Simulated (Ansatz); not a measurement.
Results of PBE+SOC (PAW; Ansatz, a quantum-chemistry and plane-wave program) for cubic perovskite KTaO₃.

Numerical settings: plane-wave cutoff 520 eV, 8×8×8 k mesh, Fermi–Dirac smearing 0.01 eV, PAW data made under PBE.

The cell has the measured lattice: a = b = c = 3.989 Å, α = β = γ = 90.00°.

### Question
Predict the band gap and smallest direct gap on the k points sampled.

### Answer

band gap: 2.08 eV (indirect)
smallest direct gap on the k points sampled: 2.63 eV

Measured, for comparison: band gap 3.64 eV (temperature not stated, not corrected to a static lattice, indirect; as tabulated in Himmetoglu and Janotti (2016), arXiv:1601.06205). Computed (rounded) less measured: band gap -1.56 eV.

Note: cell and atoms aren't relaxed at this level (pressure 5.2 GPa).

It cost roughly 80 core-seconds of CPU time.
